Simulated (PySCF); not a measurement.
**C2H2N2S: core ionisation energies**

Compound: 1,2,4-thiadiazole, C2H2N2S.
SMILES with atom numbers: `[cH:1]1[n:2][cH:3][s:4][n:5]1`

Cartesian coordinates in Å at the PBE0-D3(BJ)/def2-SVP level; atoms count from 1:
```xyz
7
C2H2N2S angstrom
C     -0.939   -0.249   -0.295
N      0.244   -0.914   -0.186
C      1.096   -0.141    0.424
S      0.410    1.379    0.841
N     -1.052    0.964    0.182
H     -1.795   -0.724   -0.783
H      2.129   -0.417    0.648
```

Method used: PySCF, delta-SCF UKS SCAN, pcX-2 on the ionised atom, pcseg-1 elsewhere, spin-free X2C. Each binding energy is the total energy of the core-ionised species, with the hole localised on one atom, minus that of the ground state; both are solved self-consistently, so orbital relaxation is included.

**Question.** Give the core binding energies atom by atom.

**Answer.** 
| atom(s) | environment | level | binding energy (eV) | above the level's lowest (eV) | count |
| --- | --- | --- | --- | --- | --- |
| C1 | aromatic CH next to a ring nitrogen | C 1s | 292.63 | +0.05 | 1 |
| N2 | pyridine-type nitrogen | N 1s | 405.50 | 0.00 | 1 |
| C3 | aromatic CH next to a ring nitrogen | C 1s | 292.58 | 0.00 | 1 |
| S4 | ring sulfur | S 1s | 2479.18 | 0.00 | 1 |
| N5 | pyridine-type nitrogen | N 1s | 405.63 | +0.13 | 1 |

The 2 C 1s values lie within 0.05 eV of each other; Gaussian lines of 0.5 eV full width would blend them into one maximum.

The 2 N 1s values lie within 0.13 eV of each other; Gaussian lines of 0.5 eV full width would blend them into one maximum.

**Question.** Which photon energy gives electrons from S 1s of S4 a kinetic energy of 20 eV, and what is their de Broglie wavelength?

**Answer.** hν = 2479.18 + 20 = 2499.18 eV, recoil neglected; λ = 12.264 Å/√(E/eV) = 2.74 Å.

**Question.** Which photon wavelength matches the S 1s of S4 threshold?

**Answer.** λ = hc/E = 12398.42 eV Å / 2479.18 eV = 5.001 Å.

Not every level is listed. Geometry: PBE0-D3(BJ)/def2-SVP; no solvent, vibrations or thermal averaging.

Time: 20 s; peak memory 0.49 GiB. Hardware: one thread, Arm Neoverse V2 (aarch64), no GPU, shared host with 96 logical CPUs at a one-minute load of 25.
